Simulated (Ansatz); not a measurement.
```yaml
crystal:
  periodic: [false, false, false]
  atoms:
    - {symbol: As, position_ang: [0.000000, 0.000000, 0.000000]}
    - {symbol: Se, position_ang: [0.000000, 0.000000, 2.222700]}
basis:
  gaussian: {orbitals: def2-TZVP}
total_charge: 1
magnetization: {spin_polarized: true, initial_magnetization: 2}
hamiltonian: {xc: pbe0}
relax: {f_tol: 0.004, max_steps: 80}
```

```sh
$ ansatz run in.yaml --threads 1 --pin off --events-out ev --progress --plain --max-ram 2176MiB
```

Steps of the relaxation (energy above the last step; positions in Å, forces in eV/Å):

```
2
step 1, 25.4 meV
As    0.000    0.000    0.000    0.000    0.000   -1.009
Se    0.000    0.000    2.223    0.000    0.000    1.009
```

```
2
step 2, 0.6 meV
As    0.000    0.000   -0.030    0.000    0.000    0.142
Se    0.000    0.000    2.253    0.000    0.000   -0.142
```

```
2
step 3, 0.0 meV
As    0.000    0.000   -0.026    0.000    0.000    0.003
Se    0.000    0.000    2.249    0.000    0.000   -0.003
```

Close pairs at the end: As1–Se2 2.275 Å.

A stationary point of unrestricted PBE0 after 3 steps, with ⟨S²⟩ = 2.008 against 2.00 for a pure state. 34 s on 1 thread of AMD EPYC 7R13, shared host.
